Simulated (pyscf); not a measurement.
PySCF, gas phase, ωB97X-D3(BJ)/def2-SVP geometries.

What is the homolytic dissociation enthalpy (298 K, ωB97M-D3(BJ)/def2-TZVP) of the Cl–W bond of HN=W(F)(F)(F)–Cl, to [HN=W(F)(F)–F]• + Cl•?

Cl–W to [HN=W(F)(F)–F]• + Cl•: 87.1 kcal/mol. The 7 functionals that were run give +85.1 (M06-2X) to +94.4 kcal/mol (PBE). The radicals are drawn with the spin at the cut bond; how far it spreads was not checked. Other isomers of [HN=W(F)(F)–F]• were not searched in full and may lie lower. Left out: the spin-orbit lowering of Cl. Open-shell species with a d-block atom are single-reference here; other states, and whether the spin sits on metal or ligand, were not checked. Elements past Kr carry the def2 core potentials, without spin-orbit coupling.
